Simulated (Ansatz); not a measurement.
bcc Ir (model structure)

Computed with r²SCAN+rVV10 (Ansatz, an electronic-structure program, plane waves, PAW).

Settings: plane-wave cutoff 500 eV, 34×34×34 k mesh, Fermi–Dirac smearing 0.1 eV, no spin polarisation, scalar-relativistic PAW data made under PBE.

Cell (relaxed at this level):

```
CELL_PARAMETERS angstrom
     -1.53945     1.53945     1.53945
      1.53945    -1.53945     1.53945
      1.53945     1.53945    -1.53945
ATOMIC_POSITIONS crystal
  Ir 0.00000 0.00000 0.00000
```

band gap: none

Note: the relaxation could raise the start's symmetry but not lower it, so the cell can be a saddle point.

Spin–orbit coupling is not included.

Computed values are for the static lattice.

Computing time: around 2.2 core-minutes (rough).

A model structure was made by putting elements into a prototype or built by hand; it is no filed structure, need not be a known phase, and can be a saddle point held by its symmetry.
